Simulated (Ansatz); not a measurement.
This Ansatz (a quantum-chemistry and plane-wave program) input (CCSD(T)/cc-pV(T+d)Z) gives -342.08519 Eh with 67 basis functions. A basis named .json is the Basis Set Exchange file of that set (core-valence sets with the plain set on hydrogen).

Ansatz 0.2 input:
```yaml
crystal:
  periodic: [false, false, false]
  atoms:
    - {symbol: P, position_ang: [0.00056199, 0.07657355, 0.08927023]}
    - {symbol: H, position_ang: [1.02683735, -0.58960829, -0.66288796]}
    - {symbol: H, position_ang: [-1.03526727, -0.55899489, -0.67616545]}
basis:
  gaussian:
    orbitals: cc-pV_T+d_Z.json
total_charge: -1
magnetization: {spin_polarized: false}
correlation: {method: ccsd_t, electrons: outside_noble_gas}
```

Change:
```diff
- orbitals: cc-pV_T+d_Z.json
+ orbitals: cc-pV_D+d_Z.json
```

Question: What does the run give now?

Answer: -342.01770 Eh (CCSD(T)/cc-pV(D+d)Z, 33 functions), a change of +67.49 mEh.
